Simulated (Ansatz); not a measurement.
Corundum Cr2O3, treated with PBE0 (Ansatz, a quantum-chemistry and plane-wave program, plane waves, PAW).

Run with plane-wave cutoff 500 eV, 6×6×6 k mesh, Fermi–Dirac smearing 0.05 eV, spin-polarised with opposed moments, scalar-relativistic PAW data made under PBE.

Cell (relaxed with r²SCAN):

```cif
data_Cr12O18
_chemical_formula_sum 'Cr12 O18'
_space_group_name_H-M_alt 'R-3c :H'
_space_group_IT_number 167
_space_group_name_Hall '-R 3 2"c'
_cell_length_a 4.94395
_cell_length_b 4.94395
_cell_length_c 13.64190
_cell_angle_alpha 90.000
_cell_angle_beta 90.000
_cell_angle_gamma 120.000
loop_
_atom_site_label
_atom_site_type_symbol
_atom_site_symmetry_multiplicity
_atom_site_Wyckoff_symbol
_atom_site_fract_x
_atom_site_fract_y
_atom_site_fract_z
_atom_site_occupancy
Cr1 Cr 12 c 0.00000 0.00000 0.15312 1
O1 O 18 e 0.30744 0.30744 0.25000 1
```
(The calculation used a cell of 10 atoms; values per cell refer to that cell.)

### Question
Give the computed magnetic moment (largest site, within a sphere) and band gap.

### Answer

* **magnetic moment (largest site, within a sphere)**: 2.42 μB
* **band gap**: 5.33 eV (on the SCF k mesh)

Measured, for comparison: band gap 3.3 ± 0.1 eV (temperature not stated, no zero-point or thermal correction, middle of the range; as tabulated in Medasani et al. (2019), arXiv:1904.04625). Computed (rounded) less measured: band gap +2.03 eV.

Note: exact exchange on metals is sensitive to the k mesh and can open a false gap; cell and atoms aren't relaxed at this level (largest force component 0.15 eV/Å, pressure -0.7 GPa).

Moments are spin moments.

The computed numbers hold no vibrational or temperature effects.

The result took about 27 core-minutes (a rough figure).
